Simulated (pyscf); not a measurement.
Cl–BH–Cl (SMILES ClBCl) + H• (SMILES [H]) → [Cl–B–Cl]• (SMILES Cl[B]Cl) + H₂ (SMILES [H][H]), a hydrogen abstraction (doublet surface; B–H broken, H–H formed). PySCF, gas phase, ωB97X-D3(BJ)/def2-SVP geometries. Energies in eV from the separated reactants.

Small-basis levels: PySCF, no dispersion term, spherical d functions. AM1 to PM7: differences of heats of formation from MOPAC, which are fitted to 298 K values and so differ in kind from electronic energies by zero-point and thermal terms. GFN2-xTB: tblite. Open shells are spin-unrestricted. 

```json
[
 {"level": "HF/STO-3G", "barrier": "1.09", "reaction energy": "+0.02"},
 {"level": "HF/3-21G", "barrier": "1.10", "reaction energy": "+0.34"},
 {"level": "HF/6-31G*", "barrier": "1.08", "reaction energy": "+0.32"},
 {"level": "SVWN5/6-31G*", "barrier": "0.02", "reaction energy": "+0.14"},
 {"level": "PBE/6-31G*", "barrier": "0.26", "reaction energy": "+0.06"},
 {"level": "B3LYP/STO-3G", "barrier": "0.20", "reaction energy": "-0.25"},
 {"level": "B3LYP/6-31G*", "barrier": "0.34", "reaction energy": "0.00"},
 {"level": "M06-2X/6-31G*", "barrier": "0.57", "reaction energy": "+0.11"},
 {"level": "B3LYP/def2-SVP", "barrier": "0.30", "reaction energy": "+0.02"},
 {"level": "GFN2-xTB", "barrier": "0.82", "reaction energy": "+0.90"},
 {"level": "AM1", "barrier": "-0.49", "reaction energy": "-0.82"},
 {"level": "PM6", "barrier": "-1.49", "reaction energy": "-1.93"},
 {"level": "ωB97M-D3(BJ)/def2-TZVP", "barrier": "0.48", "reaction energy": "+0.12"}
]
```

Against the last row the barrier runs from -1.97 (PM6) to +0.62 eV (HF/3-21G). At SVWN5/6-31G*, GFN2-xTB, AM1, PM6 this geometry lies under one side, so the entry may be no barrier of that level: it is a single point on another level's saddle. ωB97M-D3(BJ)/def2-TZVP has limits of its own. One saddle was located; it need not be the lowest between these sides. The angle at the transferred H is 179°.
